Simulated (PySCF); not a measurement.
Gas-phase reaction: BF(OH)2 + BH2F + 3 F2 + B2O2 → 4 BF2OH

Method: PySCF energies plus ideal-gas RRHO corrections (1 bar). † marks an energy on the PBE0/def2-TZVP geometry and frequencies; other levels use their own. 6-31G* has spherical d functions here. All species are closed-shell singlets. B3LYP is the form with VWN-RPA correlation. BF(OH)2, BH2F, BF2OH: computed as isolated molecules; such fragments, hydroxides, amides, oligomers or adducts are transient or little studied in the gas.

PBE/def2-SVP gives ΔH°(298 K) = -2466 kJ.

What do PBE0/def2-QZVP†, HF/6-31G*, B3LYP/def2-TZVP† give?

PBE0/def2-QZVP†: -2573 kJ; HF/6-31G*: -2707 kJ; B3LYP/def2-TZVP†: -2509 kJ. For scale, ΔH°(298 K) is -2466 kJ at this level, -2560 kJ at ωB97M-V/def2-TZVP†, and runs from -2764 to -1910 kJ over the 20 levels computed († marks an energy on the PBE0/def2-TZVP geometry).
